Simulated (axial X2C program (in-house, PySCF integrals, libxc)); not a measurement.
**SiS: computed against measured constants**

Computed with an in-house relativistic program for diatomic molecules. Spin-free means the one-electron spin-free X2C Hamiltonian; two-component (2c) means X2C with spin–orbit coupling and atomic mean-field two-electron Coulomb and Gaunt terms, so the difference of the two also holds small scalar two-electron terms. Basis: S dyall-av3z [9s8p3d2f], Si dyall-v3z [8s7p2d1f] (cores contracted in-house); Gaussian nuclei, density fitting, unrestricted open shells. Masses: S 31.972 u, Si 27.977 u.

```csv
Hamiltonian,level,Re (Å),ωe (cm⁻¹),ωexe (cm⁻¹),De (eV)
spin-free,PBE0,1.937,759.4,2.27,6.09
spin-free,HF,1.917,811.4,2.15,3.80
spin-free,MP2,1.949,743.0,2.33,6.22
spin-free,CCSD,1.940,763.1,2.26,5.72
spin-free,CCSD(T),1.952,734.7,2.5,6.00
spin-free,PBE50,1.919,794.6,2.19,5.84
2c,PBE0,1.938,759.2,2.27,6.09
2c,HF,1.917,811.2,2.15,3.79
2c,MP2,1.949,742.8,2.33,6.21
2c,CCSD,1.940,763.0,2.27,5.71
2c,CCSD(T),1.953,734.6,2.5,5.98
2c,PBE50,1.920,794.4,2.19,5.84
```

De refers to S + Si.

Correlated methods: 10 electrons correlated (number of frozen shells: S 2 s, 1 p; Si 2 s, 1 p), 168 virtual spin orbitals or spinors in MP2, 90 natural virtuals in coupled cluster.

Measured (Huber and Herzberg, Constants of Diatomic Molecules, 1979; state 1Σ+): Re (Å) 1.92932, ωe (cm⁻¹) 749.64, ωexe (cm⁻¹) 2.577.

(1) Work out the error of each level, computed minus measured.

One determinant describes the state; a PBE0 search over occupations chose it and may have missed a lower one. The closed shell is kept restricted, so the energy runs too high when the bond is stretched far. Dissociation energies refer to the lowest single-determinant-based atoms at the same level and basis. Coupled cluster ran in a truncated set of natural virtual spinors; the MP2 energy of the rest was added. (T) has no such correction and the atoms are truncated less, which lowers De at CCSD(T) by a hundredth of an eV or more. A 2c atom that is not at its ground J level misses part of its spin–orbit lowering, and De is too large by that part (0.04 eV or less for light atoms). This holds for PBE0, MP2, CCSD, CCSD(T), PBE50. The functionals have no current-density term, which raises determinants with orbital currents, atoms included.

## Answers

(1) 

```json
{"Hamiltonian": "spin-free", "level": "PBE0", "Re (Å)": "0.008", "ωe (cm⁻¹)": "9.8", "ωexe (cm⁻¹)": "-0.31"}
{"Hamiltonian": "spin-free", "level": "HF", "Re (Å)": "-0.012", "ωe (cm⁻¹)": "61.8", "ωexe (cm⁻¹)": "-0.43"}
{"Hamiltonian": "spin-free", "level": "MP2", "Re (Å)": "0.020", "ωe (cm⁻¹)": "-6.6", "ωexe (cm⁻¹)": "-0.25"}
{"Hamiltonian": "spin-free", "level": "CCSD", "Re (Å)": "0.011", "ωe (cm⁻¹)": "13.5", "ωexe (cm⁻¹)": "-0.32"}
{"Hamiltonian": "spin-free", "level": "CCSD(T)", "Re (Å)": "0.023", "ωe (cm⁻¹)": "-14.9", "ωexe (cm⁻¹)": "-0.08"}
{"Hamiltonian": "spin-free", "level": "PBE50", "Re (Å)": "-0.010", "ωe (cm⁻¹)": "45.0", "ωexe (cm⁻¹)": "-0.39"}
{"Hamiltonian": "2c", "level": "PBE0", "Re (Å)": "0.009", "ωe (cm⁻¹)": "9.6", "ωexe (cm⁻¹)": "-0.31"}
{"Hamiltonian": "2c", "level": "HF", "Re (Å)": "-0.012", "ωe (cm⁻¹)": "61.6", "ωexe (cm⁻¹)": "-0.43"}
{"Hamiltonian": "2c", "level": "MP2", "Re (Å)": "0.020", "ωe (cm⁻¹)": "-6.8", "ωexe (cm⁻¹)": "-0.25"}
{"Hamiltonian": "2c", "level": "CCSD", "Re (Å)": "0.011", "ωe (cm⁻¹)": "13.4", "ωexe (cm⁻¹)": "-0.31"}
{"Hamiltonian": "2c", "level": "CCSD(T)", "Re (Å)": "0.024", "ωe (cm⁻¹)": "-15.0", "ωexe (cm⁻¹)": "-0.08"}
{"Hamiltonian": "2c", "level": "PBE50", "Re (Å)": "-0.009", "ωe (cm⁻¹)": "44.8", "ωexe (cm⁻¹)": "-0.39"}
```
